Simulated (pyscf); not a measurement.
# Insertion: :Ge=Se (SMILES [Ge]=[Se]) [singlet] + HCl (SMILES Cl) -> Cl–GeH=Se (SMILES [Cl][GeH]=[Se])

Gas phase, singlet surface, charge 0. Bonds broken: Cl3–H4. Bonds formed: Ge1–Cl3, Ge1–H4. Optimised with ωB97X-D3(BJ)/def2-SVP in PySCF. Correlated levels are frozen-core, on RHF or UHF. ΔMP2 is the change of the MP2 total energy from the triple- to the quadruple-zeta basis.

Transition state (Å):

```xyz
4

Ge     0.2289     0.5024    -0.9083
Se     2.1421     1.0437    -1.6248
Cl    -0.1119     0.2635     1.5411
H     -1.0111     0.1160     0.0485
```

One imaginary mode, 1298i cm⁻¹; descent along it reached the two sides named.

```csv
bond,change,reactant side (Å),saddle,product side
Cl3–H4,breaks,1.285,1.749,2.9
Ge1–Cl3,forms,3.2,2.484,2.140
Ge1–H4,forms,3.6,1.613,1.529
```

Electronic energies relative to the separated reactants (kJ/mol):

```csv
level,barrier,reaction energy,reverse barrier
ωB97X-D3(BJ)/def2-TZVP,136.6,-65.3,201.8
PBE/def2-TZVP,98.1,-42.5,140.6
r²SCAN/def2-TZVP,103.8,-57.9,161.7
B3LYP-D3(BJ)/def2-TZVP,125.9,-38.0,163.9
PBE0-D3(BJ)/def2-TZVP,114.7,-56.9,171.6
M06-2X/def2-TZVP,131.8,-61.0,192.8
ωB97M-D3(BJ)/def2-TZVP,148.6,-38.0,186.6
HF/def2-TZVP,211.9,-38.7,250.6
MP2/def2-QZVPP,135.5,-45.4,180.8
CCSD/def2-TZVPP,162.8,-40.2,203.0
CCSD(T)/def2-TZVPP,148.2,-40.0,188.2
CCSD(T)/def2-TZVPP + ΔMP2(QZVPP),146.1,-35.9,182.0
```

With CCSD(T)/def2-TZVPP + ΔMP2(QZVPP) energies and thermal terms (ideal gas, 1 atm, RRHO with modes under 100 cm⁻¹ raised to 100, one conformer, R ln 2 for chiral ones without a mode under 150 cm⁻¹), in kJ/mol:

```csv
T (K),ΔH‡,ΔG‡,ΔH,ΔG
298,139.5,174.1,-34.4,+1.8
600,139.2,209.3,-33.6,+38.4
900,139.8,244.2,-31.4,+73.9
1200,140.6,278.9,-28.8,+108.6
```

Cl–GeH=Se lies 56.5 kJ/mol over its isomer Cl–Ge:–SeH [singlet] (electronic energy, ωB97M-D3(BJ)). This is the saddle that the search found; another between the same sides may lie lower. The CCSD(T) − MP2 part came from Ansatz, without density fitting, on the same reference. The frozen core leaves the outer d or s,p core shells of the metals and heavy elements correlated in the MP2 and CC values, and def2-TZVPP describes them poorly, which can shift differences by a few kcal/mol. Elements up to Kr have no core potential and no relativistic terms here.
